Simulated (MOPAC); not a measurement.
MOPAC input (PM6):

```
PM6 FORCE THERMO(298,298) PRECISE LET GEO-OK AUX(PRECISION=9) THREADS=1
CS2

S     0.00000000 1    0.00000000 1   -1.53090395 1
C    -0.00000000 1   -0.00000000 1   -0.00000005 1
S    -0.00000000 1    0.00000000 1    1.53090397 1
```

Task: Which zero-point energy does it print?

Result: 3.91 kcal/mol, from the harmonic wavenumbers of PM6.
